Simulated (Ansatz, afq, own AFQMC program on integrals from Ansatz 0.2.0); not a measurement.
Two steps: Ansatz 0.2.0 writes the Fock matrix and Cholesky factors of the valence space, and afq projects on them the lowest state that overlaps trial and start.

```yaml
crystal:
  periodic: [false, false, false]
  atoms:
    - {symbol: Al, position_ang: [0.000000, -0.103324, 1.155257]}
    - {symbol: O, position_ang: [0.000000, 0.040198, -1.920396]}
    - {symbol: H, position_ang: [0.000000, 1.277701, 1.988141]}
    - {symbol: H, position_ang: [0.000000, 0.850083, -2.430067]}
basis:
  gaussian: {orbitals: cc-pVDZ}
magnetization: {spin_polarized: false, initial_magnetization: 1}
correlation: {method: ccsd_t, electrons: outside_noble_gas, hamiltonian_folder: ham}
```

```sh
$ ansatz run in.yaml --threads 1 --pin off --events-out ev --progress --plain --max-ram 1382MiB
```

afq runs on the folder ham with

```
--method phaseless --trial hf --walkers 120 --populations 1 --least-time 40 --time-step 0.005 --steps-per-block 20 --equilibration-blocks 160 --max-blocks 600 --target-error 0.002400 --factor-cut 1e-05 --start spin_pure --seed 9500 --taylor-order 6
```

Times are imaginary, in 1/Eh. The walk had a cap of 1172 s.

afq prints:

```
orbitals 36  electrons 6 5  factors 248 of 398
reference energy -317.83945402 Eh
CCSD correlation -0.24486970 Eh in 18 cycles, weight of the determinant in the CISD state 0.8592
energy of the start -317.839456 Eh
 block  time / (1/Eh)  mean weight  energy / Eh
     1     0.100  1.0019  -317.906144
     2     0.200  1.0012  -317.947814
     3     0.300  1.0019  -317.986453
     4     0.400  0.9999  -318.008691
     5     0.500  1.0016  -318.005696
     8     0.800  1.0000  -318.038329
    15     1.500  1.0001  -318.089188
    57     5.700  1.0018  -318.095736
    99     9.900  0.9967  -318.120904
   113    11.300  1.0002  -318.124597
   141    14.100  0.9994  -318.057602
   183    18.300  1.0006  -318.067333
   225    22.500  1.0029  -318.112110
   267    26.700  1.0000  -318.083170
   309    30.900  0.9990  -318.104743
   351    35.100  0.9997  -318.061126
   393    39.300  0.9983  -318.066349
   435    43.500  1.0012  -318.104224
   477    47.700  1.0007  -318.095653
   519    51.900  0.9971  -318.105078
   547    54.700  1.0002  -318.098396
blocks merged  error / Eh  count
     1  0.000950  400
     2  0.001222  200
     4  0.001581  100
     8  0.001804  50
    16  0.001833  25
    32  0.002275  12
energy -318.091513 +/- 0.001833 Eh
(rows thinned)
```

The run passed its tests (sampling time, drift between the halves within three errors, error under three times the target), which doesn't prove that it has relaxed. The second half of the sampling lies below the first by 2.1 errors of their difference, so the energy may still be moving and its error bar be too small.

Against this walk (error 49.9 meV) on the same determinant: CCSD(T) 100.9 meV higher, CCSDT(Q) 62.0 meV higher (within the noise), a separate phaseless walk with a CISD trial and standard settings 85.9 ± 52.9 meV higher (within the noise). The error is statistical and leaves out the bias of the constraint.

Cautions: constraint bias not in the error; higher spins were not checked; a spin-contaminated unrestricted determinant lies lower (UHF 174 meV lower, ⟨S²⟩ 0.99); the search met a lower determinant of the same kind, perhaps of another symmetry (37 meV lower), and this one is a saddle point.

The walk took 2.7 min on 1 thread of Arm Neoverse V2, on a shared host. The log's last line is the phaseless energy.

CCSDT and higher add their correlation energy to the determinant of the CCSD(T) run, since their own runs factorise the integrals more tightly (a shift of under 2 meV). A walk keeps the symmetry of its determinant, which the program's search chose and which needn't be the lowest solution, so a lower state of the same spin and another symmetry isn't excluded.
